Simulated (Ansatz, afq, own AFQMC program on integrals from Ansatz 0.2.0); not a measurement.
AFQMC on a folder of integrals that Ansatz 0.2.0 wrote.

```yaml
crystal:
  periodic: [false, false, false]
  atoms:
    - {symbol: Nb, position_ang: [0.000000, 0.000000, 0.000000]}
    - {symbol: O, position_ang: [0.000000, 0.000000, 1.674800]}
basis:
  gaussian: {orbitals: def2-SVP}
total_charge: 1
magnetization: {spin_polarized: false, initial_magnetization: 2}
correlation: {method: ccsd_t, electrons: outside_noble_gas, hamiltonian_folder: ham}
```

```sh
$ ansatz run in.yaml --threads 1 --pin off --events-out ev --progress --plain --max-ram 1843MiB
```

Options of the walk:

```
--method phaseless --trial cisd --walkers 60 --populations 1 --least-time 40 --time-step 0.005 --steps-per-block 50 --equilibration-blocks 40 --max-blocks 300 --target-error 0.00038 --factor-cut 1e-05 --start spin_pure --seed 3172 --release-times 0.24,0.6,1.2,2,3,4.2 --release-step 0.04 --release-every 4 --taylor-order 6
```

Times are imaginary, in 1/Eh. The walk had a cap of 2051 s. Core potentials past Kr, no spin–orbit coupling.

Log:

```
orbitals 40  electrons 6 4  factors 333 of 455
reference energy -130.89929766 Eh
CCSD correlation -0.28709285 Eh in 15 cycles, weight of the determinant in the CISD state 0.8649
energy of the start -131.186385 Eh
 block  time / (1/Eh)  mean weight  energy / Eh
     1     0.250  1.0000  -131.186528
     2     0.500  1.0010  -131.200241
     3     0.750  1.0027  -131.206436
     4     1.000  1.0015  -131.197084
     5     1.250  1.0005  -131.212351
    10     2.500  0.9999  -131.199809
    49    12.250  1.0034  -131.198722
    65    16.250  0.9985  -131.181870
    89    22.250  0.9953  -131.209445
   129    32.250  1.0002  -131.190371
   169    42.250  1.0016  -131.191253
   209    52.250  0.9973  -131.204782
   233    58.250  1.0043  -131.241586
   249    62.250  1.0019  -131.190381
   289    72.250  0.9995  -131.192649
   329    82.250  0.9991  -131.198636
   337    84.250  1.0011  -131.203200
blocks merged  error / Eh  count
     1  0.000668  300
     2  0.000810  150
     4  0.000986  75
     8  0.000985  37
    16  0.000925  18
    32  0.000813  9
released: time / (1/Eh)  energy / Eh  error  mean overlap
  0.24  -131.204719  0.000914  0.9919
  0.60  -131.206202  0.001182  0.9762
  1.20  -131.203385  0.001262  0.9814
  2.00  -131.205677  0.001644  0.9806
  3.00  -131.204576  0.002408  1.0038
  4.20  -131.208721  0.004737  1.0678
energy -131.204272 +/- 0.000985 Eh
(rows thinned)
```

The run passed its tests (sampling time, drift between the halves within three errors, error under three times the target), which doesn't prove that it has relaxed.

Against this walk (error 26.8 meV) on the same determinant: CCSD(T) 22.7 meV lower (within the noise), CCSDT(Q) 12.2 meV lower (within the noise). The error is statistical and leaves out the bias of the constraint. Released to 2.00 1/Eh the energy moves by -38 ± 52 meV (both errors), within twice the noise.

Cautions: constraint bias not in the error; error above the target (26.8 against 10.3 meV); no spin-orbit coupling; outer-core shells of the metal frozen; lower spins were not checked; higher spins were not checked; a spin-contaminated unrestricted determinant lies lower (UHF 227 meV lower, ⟨S²⟩ 2.15); raised T1 diagnostic (T1 0.046, weight of the determinant 0.86, largest double 0.06); (T) is large, 7 % of the CCSD correlation; CCSDT(Q) on the UHF determinant differs (117 meV lower), by its state or its frozen core; the bias of populations of 60 walkers isn't removed.

The walk took 8.5 min on 1 thread of Arm Neoverse V2 (shared host). The log's last line is the phaseless energy.

CCSDT and higher add their correlation energy to the determinant of the CCSD(T) run, since their own runs factorise the integrals more tightly (a shift of under 2 meV). A walk keeps the symmetry of its determinant, which the program's search chose and which needn't be the lowest solution, so a lower state of the same spin and another symmetry isn't excluded.
